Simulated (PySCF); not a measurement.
## Electric field gradients and quadrupole coupling constants

Species: C4H10S.
Structure used (PBE0-D3(BJ)/def2-SVP), in Å, numbered top down from 1:
```
atom  x, y, z in Å
C1     0.7512    0.8281   -0.9097
C2     0.0895    0.0059    0.1912
C3    -0.3512   -1.3556   -0.3347
C4    -1.0994    0.7614    0.7814
S5     1.2643   -0.2155    1.6010
H6     0.0407    1.0017   -1.7359
H7     1.0851    1.8031   -0.5268
H8     1.6272    0.3065   -1.3253
H9    -0.8036   -1.9599    0.4648
H10   -1.0936   -1.2310   -1.1412
H11    0.5005   -1.9186   -0.7470
H12   -1.5739    0.1874    1.5918
H13   -0.7911    1.7382    1.1843
H14   -1.8544    0.9365   -0.0014
H15    2.2084   -0.8888    0.9074
```

Field gradients from the PBE0/pcSseg-1 density (PySCF, non-relativistic), principal values in atomic units, ordered |Vxx| ≤ |Vyy| ≤ |Vzz|:

```csv
atom,Vxx,Vyy,Vzz
S5,0.5482,2.3386,-2.8869
```

Problem. Find the asymmetry η = (Vxx − Vyy)/Vzz and the couplings χ = eQV/h (234.96 MHz × Q in barn × V in au), with Q(33S) = −0.0678 b.

Solution. 
```tsv
atom	environment	nucleus	η	χzz (MHz)	χxx (MHz)	χyy (MHz)
S5	thiol sulfur	33S	0.62	45.99	-8.73	-37.26
```

Problem. What is Vzz at S5 in SI units (1 au = 9.71736 × 10²¹ V/m²)?

Solution. -2.8869 au = -28.053 × 10²¹ V/m².

Problem. What couplings would deuterons (Q(2H) = 0.00286 b) have in place of the hydrogens, at this geometry?

Solution. 
```tsv
atom	bonded to	bond length (Å)	Vzz (au)	η	χzz (kHz)
H6	C1	1.103	0.2874	0.03	193
H7	C1	1.099	0.2922	0.03	196
H8	C1	1.101	0.2914	0.03	196
H9	C3	1.100	0.2920	0.03	196
H10	C3	1.103	0.2875	0.03	193
H11	C3	1.101	0.2913	0.03	196
H12	C4	1.101	0.2900	0.02	195
H13	C4	1.101	0.2900	0.02	195
H14	C4	1.102	0.2905	0.03	195
H15	S5	1.351	0.2240	0.17	151
```

Isolated species at its PBE0-D3(BJ)/def2-SVP geometry, gas phase. These gradients aren't converged with respect to the basis.
